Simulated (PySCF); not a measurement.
System (SMILES): N#[N+][O-].
Geometry (B3LYP-D3(BJ)/def2-TZVP, fixed):
```
N
N 1 1.1210
O 1 1.1826 2 180.00
```

Basis-set convergence of the mean static polarisability at HF with PySCF. All functions are spherical. Density fitting with generated auxiliary sets. No added dispersion term, no relativity. Reference: the value in d-aug-cc-pVTZ, 18.50 bohr³, itself unsure by roughly 0.2 % (its mean distance from aug-pcseg-3, aug-cc-pVQZ, aug-pcseg-2). Deviations are taken from unrounded values.

| basis | functions | mean static polarisability (bohr³) | minus reference (%) |
|---|---|---|---|
| pcseg-0 | 27 | 12.70 | -31.4 |
| def2-SVP | 42 | 13.73 | -25.8 |
| pcseg-1 | 42 | 14.39 | -22.2 |
| 6-31+G* | 54 | 16.18 | -12.5 |
| 6-311+G** | 66 | 15.94 | -13.8 |
| 6-311++G(2d,2p) | 81 | 16.88 | -8.8 |
| pcseg-2 | 90 | 16.59 | -10.3 |
| def2-TZVPP | 93 | 16.40 | -11.4 |
| 6-311++G(3df,3pd) | 117 | 18.02 | -2.6 |
| def2-QZVPP | 171 | 17.37 | -6.1 |
| pcseg-3 | 180 | 18.00 | -2.7 |

Of the sets listed that have larger relatives (same family, alike in diffuse functions), none stays within 5 % of the reference together with them. Inside, with no larger relative to test it: 6-311++G(3df,3pd), pcseg-3.
